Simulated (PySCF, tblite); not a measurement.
## Complex of Na+ and 2 × hydrogen chloride

A gas-phase complex of Na+ and 2 × hydrogen chloride; charge +1, singlet. The structure comes from a short search (6 tight-binding starts) and was relaxed by PBE0-D3(BJ)/def2-SVPD; another way of binding may lie lower. Frequencies by PBE0-D3(BJ)/def2-SVPD show no clear imaginary mode.

Parts: 1 = Na+ ([Na+]), atoms 1, charge +1; 2 = hydrogen chloride (Cl), atoms 2–3; 3 = hydrogen chloride (Cl), atoms 4–5.

| atom | part | x (Å) | y (Å) | z (Å) |
| --- | --- | --- | --- | --- |
| Na1 | 1 | -1.118 | -0.914 | 0.049 |
| Cl2 | 2 | -1.590 | -1.093 | 2.739 |
| H3 | 2 | -0.662 | -0.414 | 3.335 |
| Cl4 | 3 | -0.879 | -1.102 | -2.668 |
| H5 | 3 | -2.057 | -1.381 | -3.130 |

Contacts between parts, classed by geometry: Na1···Cl4 2.733 Å (ion contact); Na1···Cl2 2.737 Å (ion contact).

Interaction energies are complex less parts, with the parts frozen as they stand in it; counterpoise-corrected, in kcal/mol (PySCF).

(1) Give the interaction energy at each level run.

(2) What holds them together? Decompose the wB97M-D3(BJ)/def2-TZVPD energy: frozen parts, their antisymmetrised product, then relaxation.

(3) Are the pair energies additive?

The parts were also relaxed and run alone, at the levels used for the complex: shieldings by PBE0/pcSseg-2; core levels by delta-SCF with SCAN, pcX-2 on the ionised atom and pcseg-1 elsewhere, spin-free X2C (2p3/2 is the spin-free 2p value less a third of a first-order spin-orbit splitting).

Values alone: shielding of Na1 (ppm): 623.7; shielding of Cl4 (ppm): 938.5; shielding of Cl2 (ppm): 938.5; Na1 1s core level (eV): 1088.42; Cl2 2p3/2 core level (eV): 207.38; Cl4 2p3/2 core level (eV): 207.38.

(4) How do these values change when the complex forms?

(5) What are the binding energy from relaxed parts (wB97M-D3(BJ)/def2-TZVPD), and ΔH and ΔG of association at 298.15 K and 1 atm?

Answers

(1) 
```json
{"level": "wB97M-D3(BJ)/def2-TZVPD", "interaction": "-21.03", "superposition error removed": "-0.19"}
{"level": "PBE0-D3(BJ)/def2-TZVPD", "interaction": "-21.84", "superposition error removed": "-0.20"}
```

(2) electrostatic -14.9, Pauli repulsion +8.5, orbital relaxation -13.7, dispersion correction -1.0 kcal/mol, which sum to the value before the counterpoise correction; the Pauli term holds the exchange-correlation of the frozen density too. Of the attraction, 50 % is electrostatic, 46 % is orbital relaxation, 3 % is dispersion correction.

(3) The pairs sum to -22.03 kcal/mol (1–2 -11.0, 1–3 -11.0, 2–3 0.0); the rest of +1.00 is a many-body weakening.

(4) 
```tsv
property	alone	in the complex	change
shielding of Na1 (ppm)	623.7	587.5	-36.2
shielding of Cl4 (ppm)	938.5	945.0	+6.5
shielding of Cl2 (ppm)	938.5	945.2	+6.6
Na1 1s core level (eV)	1088.42	1085.64	-2.78
Cl2 2p3/2 core level (eV)	207.38	212.33	+4.95
Cl4 2p3/2 core level (eV)	207.38	212.32	+4.94
```

(5) -20.89 kcal/mol, -19.44 with zero-point energy; ΔH -19.8 and ΔG -8.0 kcal/mol, from harmonic vibrations by PBE0-D3(BJ)/def2-SVPD with low modes damped.
